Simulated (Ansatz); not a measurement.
Input for Ansatz (development build ahead of 0.2.0):

```yaml
crystal:
  periodic: [false, false, false]
  atoms:
    - { symbol: B, position_ang: [0.03671, -0.14599, -0.90311] }
    - { symbol: F, position_ang: [0.05137, 0.13585, 0.54403] }
basis:
  gaussian: { orbitals: def2-SVP }
hamiltonian:
  xc: hf
correlation:
  method: mp2
  frozen_orbitals: { B: 1, F: 1 }
```

The input is written out in the form of the current development build from the run's settings.

The run gave:

| Item | Value |
| --- | --- |
| Converged | yes |
| Reference energy | -123.97054 hartree |
| Correlation energy | -0.25251 hartree |
| Total energy | -124.22305 hartree |
| Spin squared of the determinant | 0.000 |

Caution: bonds are stretched, where a single reference can fail; stretched shape with no unrestricted run beside it, a lower state can exist.
